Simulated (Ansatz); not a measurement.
PH2⁺, triplet: the ladder up to full CI

Geometry: a PBE0/def2-TZVP stationary point for this spin, not checked as a minimum.

```xyz
3

P     0.0000   -0.0418    0.0000
H     0.0000    0.6425   -1.2397
H     0.0000    0.6425    1.2397
```

Basis cc-pVDZ; Ansatz 0.2.0. Correlated methods freeze the noble-gas cores, which leaves 6 electrons in 23 orbitals. Prefix R: restricted or restricted open-shell reference; prefix U: unrestricted. Active spaces: valence = (6e, 6o) chosen from the atoms' valence shells.

Full CI is exact within this basis and frozen core; it isn't the basis-set limit. The frozen core follows each run's orbitals, which can shift R against U totals by a few meV.

For open shells CISD and CISDTQ are restricted-active-space CI with the open shells as a complete middle space.

- UHF ⟨S²⟩: 2.007
- T1 diagnostic (RCCSD): 0.0197
- largest doubles amplitude (RCCSD): 0.046
- T1 diagnostic (UCCSD): 0.0136

```tsv
level	E − E(full CI) (mEh)	share of correlation (%)	wall time
RHF	108.55	0.00	–
UHF	105.79	2.55	–
RMP2	25.61	76.41	–
UMP2	25.48	76.52	–
CISD	5.01	95.38	1.5 s
RCCSD	2.82	97.41	–
UCCSD	2.76	97.46	–
RCCSD(T)	0.68	99.38	1.9 s
UCCSD(T)	0.65	99.40	2.8 s
BCCD(T)	0.67	99.38	2.1 s
RCCSDT	0.06	99.95	–
UCCSDT	0.04	99.96	–
CISDTQ	0.04	99.96	3.8 s
RCCSDT(Q)	0.01	99.99	7.5 s
UCCSDT(Q)	-0.01	100.01	7 s
RCCSDTQ	0.00	100.00	41 s
CASSCF (valence space)	73.71	32.10	–
NEVPT2 (valence space)	20.16	81.43	1.3 s
MRCISD (valence space)	2.97	97.26	–
MRCISD+Q (valence space)	0.26	99.76	3.8 s
```

The correlation energy at full CI, counted from RHF, is -2.954 eV. That run took 7 s on 1 thread of Intel Xeon, shared host over 781,936 determinants.

Times hold each run's SCF and search for its determinant on a shared host, so for small cases they say little of a method's own cost; they ran on 1 thread of Intel Xeon.

The full-CI state has the irrep B1 of C2v, in the program's axes.

Natural occupations of full CI about the gap: 1.958 1.945 0.993 0.989 0.033 0.023 0.010 0.009 0.009 0.007; effectively unpaired electrons, Σ n²(2−n)², 2.03.
